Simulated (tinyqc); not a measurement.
Inside a calculation. Method: Hueckel theory of the pi electrons, for the molecule C=CC(F)=CN (SMILES; centres numbered as the heavy atoms are written). One step of it, computed by the program tinyqc.

Task: Orbitals. Diagonalise; E = alpha + x beta with beta < 0, so the largest x are filled first; degenerate levels share their electrons. P = sum n_i c_ri c_si; each orbital has its largest coefficient positive (the first on a tie).

Hueckel matrix in units of beta (H = alpha + beta A), order 1C, 2C, 3C, 4F, 5C, 6N:
```
[[0.000000, 1.000000, 0.000000, 0.000000, 0.000000, 0.000000],
 [1.000000, 0.000000, 1.000000, 0.000000, 0.000000, 0.000000],
 [0.000000, 1.000000, 0.000000, 0.700000, 1.000000, 0.000000],
 [0.000000, 0.000000, 0.700000, 3.000000, 0.000000, 0.000000],
 [0.000000, 0.000000, 1.000000, 0.000000, 0.000000, 0.800000],
 [0.000000, 0.000000, 0.000000, 0.000000, 0.800000, 1.500000]]
```

pi electrons, sum of z_r less the charge = 8

Give: x values; occupations; coefficients; charge and bond-order matrix P.

Result:

x values: [3.196, 1.961, 1.379, 0.389, -0.737, -1.689]

occupations: [2.000, 2.000, 2.000, 2.000, 0.000, 0.000]

coefficients, order 1C, 2C, 3C, 4F, 5C, 6N:
```
[[0.029, 0.093, 0.462, 0.568, 0.585, 0.333],
 [0.093, 0.183, 0.637, 0.221, -0.431, -0.563],
 [0.267, 0.265, 0.416, -0.482, -0.268, 0.617],
 [0.953, -0.179, -0.180, 0.129, 0.050, -0.092],
 [0.095, 0.462, 0.063, -0.499, 0.593, -0.415],
 [0.045, 0.802, -0.413, 0.360, -0.212, 0.104]]
```

charge and bond-order matrix P, order 1C, 2C, 3C, 4F, 5C, 6N:
```
[[1.092, 0.880, -0.098, 0.003, -0.418, 0.179],
 [0.880, 0.994, 0.464, -0.060, 0.045, -0.066],
 [-0.098, 0.464, 1.095, 0.141, 0.829, -0.242],
 [0.003, -0.060, 0.141, 1.978, -0.136, 0.040],
 [-0.418, 0.045, 0.829, -0.136, 0.952, 0.338],
 [0.179, -0.066, -0.242, 0.040, 0.338, 1.888]]
```
